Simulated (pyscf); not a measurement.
Thermochemistry of product channels of PH₂• + BH₃ on the doublet surface, in eV, from ωB97M-D3(BJ)/def2-TZVP energies (ideal gas, 1 atm, RRHO with modes under 100 cm⁻¹ raised to 100, one conformer, R ln 2 for rigid chiral ones). Single points on ωB97X-D3(BJ)/def2-SVP structures (PySCF, gas phase).

```csv
products,ΔE,ΔH(298 K),ΔG(600 K),ΔG(900 K)
PH₃ + BH [singlet] + H•,+4.74,+4.52,+3.90,+3.57
PH₃ + BH₂•,…,+1.01,+0.98,+0.97
PH [triplet] + H₂ + BH₂•,+3.70,+3.51,+2.74,+2.32
[HB–PH₂]• + H₂,+0.78,+0.72,+0.75,+0.73
H₂B–PH• + H₂,…,-0.12,-0.09,…
```

Question: Fill in the missing entries.

Answer: 
- PH₃ + BH₂•, ΔE: +1.03
- H₂B–PH• + H₂, ΔE: -0.07
- H₂B–PH• + H₂, ΔG(900 K): -0.11

These are energies of the channels, which say nothing of barriers.
